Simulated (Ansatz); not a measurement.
Results of r²SCANh (Ansatz, a program for electronic structure, PAW) for fluorite SrCl2.

Numerical settings: plane-wave cutoff 520 eV, 6×6×6 k mesh, Fermi–Dirac smearing 0.01 eV, scalar-relativistic PAW data made under PBE.

The cell has the measured lattice: a = b = c = 6.9744 Å, α = β = γ = 90.00°.

Q: What does this level give for the band gap, smallest direct gap on the k points sampled and Γ–Γ gap?

A: 
- band gap: 6.65 eV (on the SCF k mesh)
- smallest direct gap on the k points sampled: 6.72 eV
- Γ–Γ gap: 7.00 eV

Measured, for comparison: band gap 7.5 eV (temperature not stated, not corrected to a static lattice; as tabulated in Aguado et al. (1999), arXiv:cond-mat/9901145).

Note: cell and atoms aren't relaxed at this level (pressure 0.2 GPa).

Spin–orbit coupling is not included.

Static lattice: no zero-point or thermal effects.

Cost on a shared machine: very roughly 2.5 core-minutes.
